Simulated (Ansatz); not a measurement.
# Ga–P–GaH, singlet: the ladder up to RCCSDT(Q)

Geometry: displaced at random from a stationary point.

```xyz
4

Ga    0.0830    0.2675    1.7060
Ga   -0.0818    0.2727   -1.6028
P    -0.0052   -1.2560   -0.1433
H     0.0779    1.2318   -2.7332
```

Basis cc-pVDZ; Ansatz 0.2.0. Only valence electrons are correlated (noble-gas cores and the filled d shells of p-block atoms frozen), which leaves 12 electrons in 44 orbitals. Prefix R: restricted or restricted open-shell reference. Active spaces: frontier = (8e, 8o) about the gap. No spin–orbit coupling is included, and no scalar relativity.

Full CI isn't at hand for all of this; RCCSDT(Q) serves as the reference, and is uncertain by the last step of the cluster series or more.

* UHF ⟨S²⟩: 0.000
* T1 diagnostic (RCCSD): 0.0242
* largest doubles amplitude (RCCSD): 0.062

```tsv
level	E − E(RHF) (eV)
RMP2	-6.0060
RCCSD	-6.7989
RCCSD(T)	-7.1545
```

Question: Estimate how far RCCSDT(Q) in cc-pVDZ lies from RCCSD(T). The table doesn't fix it; the size of (T) and the diagnostics are the guide.

Answer: RCCSDT(Q) in cc-pVDZ lies 2.45 mEh below RCCSD(T), which is 19 % of the (T) step (-13.07 mEh). T1 is raised, but (T) still catches most of what CCSD lacks. The miss exceeds 1 kcal/mol.

The other levels:

```tsv
level	E − E(RCCSDT(Q)) (mEh)	share of correlation (%)	wall time
BCCD(T)	2.38	99.10	3.6 s
RCCSDT	1.31	99.51	–
CASSCF (frontier space)	192.20	27.57	–
MRCISD (frontier space)	23.74	91.06	–
MRCISD+Q (frontier space)	2.72	98.97	54 s
MRCISD+Q(relaxed) (frontier space)	1.92	99.28	55 s
```

The correlation energy at RCCSDT(Q), counted from RHF, is -7.221 eV. That run took 31 s on 1 thread of Arm Neoverse V1, shared host.

Times hold each run's SCF and search for its determinant on a shared host, so for small cases they say little of a method's own cost; they ran on 1 thread of Arm Neoverse V1. Some runs computed forces too.
